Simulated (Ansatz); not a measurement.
# CH2F2, singlet: CASSCF and its corrections

Calculated in Ansatz's Gaussian-basis code. Basis cc-pVTZ, nonrelativistic, 3 orbitals frozen in the corrections. State-specific CASSCF; RHF is the lowest restricted (open-shell) Hartree–Fock solution met. Solutions may break the symmetry of the shape. Lower solutions, or ones in other orbitals, may exist.

Geometry. A bond is stretched, to 1.62 times the sum of the covalent radii.

| atom | x (Å) | y (Å) | z (Å) |
| --- | --- | --- | --- |
| C | 0.0625 | 0.0000 | 0.0000 |
| F | 0.0625 | 1.7536 | -1.2624 |
| F | 0.0625 | -1.7536 | -1.2624 |
| H | 0.9655 | 0.0000 | 0.6000 |
| H | -0.8405 | 0.0000 | 0.6000 |

Question: What do CASSCF and its corrections give against RHF in CAS(8,6), and what are the occupations?

Answer: CASSCF -4.677 eV, SC-NEVPT2 -20.158 eV; occupations 2.00, 2.00, 1.73, 1.71, 0.33, 0.23.

Question: Roughly how much CPU time does a whole run from the default start take (median of such runs, summed over threads; nearly all runs on one pinned thread of a shared server, mostly Xeon at 2.3 to 2.6 GHz, by a development driver)?

Answer: CAS(8,6): about 64 s. Other jobs ran beside these, and the count of passes differs.
